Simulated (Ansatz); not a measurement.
Born–Oppenheimer molecular dynamics of BH₆Si (8 atoms, charge 0, multiplicity 2). It starts at the highest image of a converged band, a first-order saddle point between two minima.

Level of theory: UKS LDA/def2-SVP in Ansatz.

* ensemble: NVE (velocity Verlet)
* time step: 0.5 fs
* steps asked: 200
* starting velocities drawn for: 300 K
* seed: 7017

First frame:

```xyz
8
Properties=species:S:1:pos:R:3
B 0.211 -0.275 0.611
H 1.084 0.201 1.377
H 0.467 0.202 -0.472
H -0.984 -0.310 0.903
Si -0.104 0.010 2.632
H -0.839 -1.219 3.092
H 1.117 0.151 3.510
H -0.951 1.240 2.859
```

(1) How far do the bonds stretch over the last three quarters of this one trajectory? (Pairs bonded in most of those frames.)

Results:

(1) 
```csv
bond,mean (Å),spread (Å),shortest,longest
B1–H2,1.264,0.070,1.15,1.39
B1–H3,1.251,0.027,1.19,1.32
B1–H4,1.233,0.019,1.20,1.27
B1–Si5,2.074,0.096,1.91,2.24
Si5–H6,1.514,0.040,1.45,1.57
Si5–H7,1.507,0.018,1.48,1.54
Si5–H8,1.519,0.022,1.48,1.56
```

Mean temperature of the second half: 569 K. The conserved energy stayed within 0.21 meV per atom of its start (net change 0.061 meV per atom), so the integration is sound. The kinetic energy rose, since the run started high on the potential surface and went downhill. A run of 0.1 ps of so small a system gives no equilibrium averages.

The run took 3.7 min on 1 thread of Arm Neoverse V1 (shared host), peak memory 0.1 GiB.
